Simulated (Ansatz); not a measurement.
Complex (SMILES): F (HF) with F (HF), atoms 1 to 2 the first; geometry from A24 set, monomers rigid:
```xyz
4

H      0.0000     0.8027     1.6953
F      0.0000    -0.0460     1.3403
H      0.0000    -0.1204    -0.4908
F      0.0000     0.0098    -1.4042
```

Basis-set convergence of the counterpoise-corrected interaction energy at HF with Ansatz (a first-principles code). All functions are spherical. No added dispersion term, no relativity. Functions are those of the species that has most. Reference: the value in aug-cc-pV5Z, -3.82 kcal/mol. Deviations are taken from unrounded values.

```tsv
basis	functions	counterpoise-corrected interaction energy (kcal/mol)	minus reference (kcal/mol)
def2-SV(P)	32	-4.66	-0.84
def2-SVP	38	-4.32	-0.50
def2-SVPD	62	-3.95	-0.13
def2-TZVP	74	-3.92	-0.10
def2-TZVPP	90	-3.83	-0.01
def2-TZVPD	98	-3.74	0.08
def2-TZVPPD	114	-3.77	0.05
def2-QZVPP	174	-3.82	0.00
def2-QZVPPD	198	-3.81	0.01
```

The smallest set listed that lies within 0.2 kcal/mol of the reference with all its larger relatives (same family, alike in diffuse functions; a set with none counts only in the reference's own line) is def2-SVPD (62 functions, -0.13 kcal/mol off).
